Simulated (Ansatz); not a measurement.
# BHCl₂ (triplet): correlated methods under varied settings at a displaced geometry (v1)

One table from this session's results is given with a row withheld; the runs are named, their logs left out.

Program: Ansatz 0.2.0, Gaussian basis. Level of theory: the settings change from run to run. These are calculated values, not measurements.

22 further runs of the same task are left out: 11 that didn't finish, 11 set aside as unsound or not needed.

## The system

The geometry is a PBE0/def2-TZVP stationary point (not a proven minimum) with its atoms shifted at random (size 0.040 Å).

4 atoms, charge 0, spin multiplicity 3.

Atoms are counted from 1 here; the program's logs count them from 0.

Bond lengths: Cl1–B2 1.743 Å, B2–Cl3 1.762 Å, B2–H4 1.272 Å. Angles: Cl1–B2–Cl3 148.5°, Cl1–B2–H4 107.1°, Cl3–B2–H4 104.4°.

Set-up of the first run:

in.yaml reads:

```yaml
crystal:
  periodic: [false, false, false]
  atoms:
    - {symbol: Cl, position_ang: [-0.019412, -0.104992, 1.683800]}
    - {symbol: B, position_ang: [-0.020245, 0.392021, 0.013639]}
    - {symbol: Cl, position_ang: [0.027719, -0.061825, -1.687982]}
    - {symbol: H, position_ang: [-0.075058, 1.662830, 0.000828]}
basis:
  gaussian: {orbitals: STO-3G}
magnetization: {spin_polarized: false, initial_magnetization: 2}
correlation: {active_space: {window: {electrons: 4, orbitals: 4}, fixed_orbitals: true}}
```

On the command line:

```bash
$ ansatz run in.yaml --threads 1 --pin off --events-out ev --progress --plain --max-ram 2393MiB
```

Steps of the session up to this table: CASCI(4,4)/STO-3G; HF/cc-pVDZ; MP2 on ROHF/cc-pVDZ; BCCD(T) on ROHF/cc-pVDZ; CCSD on UHF/cc-pVDZ.

One table of the session follows, with a row left open; its other results are not shown here.

```
                  level  from UCCSDT(Q) (meV)
      CASCI(4,4)/STO-3G                      
             HF/cc-pVDZ               10823.4
    MP2 on ROHF/cc-pVDZ                1314.4
BCCD(T) on ROHF/cc-pVDZ                  57.7
    CCSD on UHF/cc-pVDZ                     ?
```

Q: Estimate the row for CCSD on UHF/cc-pVDZ from the others.

**Answer.** from UCCSDT(Q) (meV): 376.0.

Caveats from the session: Hartree-Fock, CASSCF and CASCI lack dynamic correlation by design.
